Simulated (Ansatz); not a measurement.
Abridged output of a molecular run in Ansatz:

```
Functional definition: HF
1357 factors; integrals over basis functions are off by at most 9.1e-4 eV
mean field evaluation 1: about -6904.5878 eV, gradient 3.4e1 eV
mean field evaluation 2: about -6904.8774 eV, gradient 3.4e1 eV
mean field evaluation 4: about -6907.7625 eV, gradient 4.4e0 eV
mean field evaluation 8: about -6907.8137 eV, gradient 3.4e-1 eV
mean field -6907.81411875 eV, -253.8574865796 hartree, gradient 6.4e-6 eV, S^2 0.000000; 0 other end points of the search recorded, 0 dependent functions left out
5 core orbitals not correlated: weight in the atoms' cores, before any rotation towards them, 1.000 or more for the frozen orbitals, at most 0.000 for the correlated occupied ones
reference -6907.81411875 eV, -253.8574865796 hartree; 14, 14 occupied and 206, 206 virtual orbitals, 1357 factors
second order -24.17833423 eV of doubles, -0.00000000 eV of singles
cycle   1  -24.21050014 eV  change   -3.2e-2 eV  update   1.1e-1
cycle   2  -24.80319036 eV  change   -5.9e-1 eV  update   3.2e-2
cycle   3  -24.93587803 eV  change   -1.3e-1 eV  update   1.5e-2
cycle   4  -24.93136302 eV  change    4.5e-3 eV  update   4.0e-3
cycle   5  -24.93208014 eV  change   -7.2e-4 eV  update   1.7e-3
cycle   6  -24.93346317 eV  change   -1.4e-3 eV  update   5.0e-4
cycle   7  -24.93344380 eV  change    1.9e-5 eV  update   1.8e-4
cycle   8  -24.93340826 eV  change    3.6e-5 eV  update   5.5e-5
cycle   9  -24.93343505 eV  change   -2.7e-5 eV  update   2.3e-5
perturbative correction -1.03209541 eV, -0.0379288069 hartree
Total energy: -6933.77964922 eV, -254.8117022241 hartree
```

Its atoms:

```xyz
10

C     0.486    1.973   -0.348
C     0.139    0.584   -0.124
C    -0.146   -0.567    0.071
C    -0.495   -1.956    0.290
F    -0.277   -2.335    1.603
H     1.315    2.064   -1.053
H     0.788    2.445    0.590
H    -0.365    2.531   -0.747
H     0.108   -2.610   -0.348
H    -1.552   -2.129    0.066
```

(1) Which basis set was used?
A. def2-TZVPP
B. cc-pV(D+d)Z
C. def2-SVPD
D. cc-pV(Q+d)Z

(2) Write the keys of the input that set method, charge and spin (a neutral closed shell needs none for the last two).

## Answers

(1) A. It gives 225 functions.

(2) 
```yaml
correlation: {method: ccsd_t}
```
